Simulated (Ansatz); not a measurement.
Zinc-blende AlN (metastable phase): PBE at its full settings (plane-wave cutoff 520 eV, 14×14×14 k mesh, Fermi–Dirac smearing 0.01 eV, scalar-relativistic PAW data made under PBE) and at cheaper ones, in a cell of 2 atoms with Γ-centred meshes.

```json
[
 {"level and setting": "PBE (Ansatz)", "equilibrium lattice constant a (Å)": "4.403", "bulk modulus B0 (GPa)": "193"},
 {"level and setting": "PBE (300 eV cutoff) (Ansatz)", "equilibrium lattice constant a (Å)": "4.401", "bulk modulus B0 (GPa)": "201"},
 {"level and setting": "PBE (Γ point alone) (Ansatz)", "equilibrium lattice constant a (Å)": "4.549", "bulk modulus B0 (GPa)": "154"},
 {"level and setting": "PBE (2×2×2 k mesh) (Ansatz)", "equilibrium lattice constant a (Å)": "?", "bulk modulus B0 (GPa)": "?"},
 {"level and setting": "PBE (4×4×4 k mesh) (Ansatz)", "equilibrium lattice constant a (Å)": "4.403", "bulk modulus B0 (GPa)": "193"},
 {"level and setting": "PBE (6×6×6 k mesh) (Ansatz)", "equilibrium lattice constant a (Å)": "4.403", "bulk modulus B0 (GPa)": "193"},
 {"level and setting": "PBE (Fermi-Dirac smearing of 0.3 eV) (Ansatz)", "equilibrium lattice constant a (Å)": "4.403", "bulk modulus B0 (GPa)": "193"}
]
```

### Question
What belongs in the gaps?

### Answer

- PBE (2×2×2 k mesh) (Ansatz, a first-principles code), equilibrium lattice constant a (Å): 4.435
- PBE (2×2×2 k mesh) (Ansatz), bulk modulus B0 (GPa): 187

Largest shifts from the full settings: lattice constant a +3.32 % (PBE (Γ point alone)); bulk modulus -20 % (PBE (Γ point alone)).

Ansatz's density-functional and Hartree–Fock values are scalar-relativistic unless marked +SOC, with PAW data made under PBE.

Run with cheap settings on purpose, which may leave them unconverged: PBE (2×2×2 k mesh), PBE (300 eV cutoff), PBE (4×4×4 k mesh), PBE (6×6×6 k mesh), PBE (Fermi-Dirac smearing of 0.3 eV), PBE (Γ point alone).
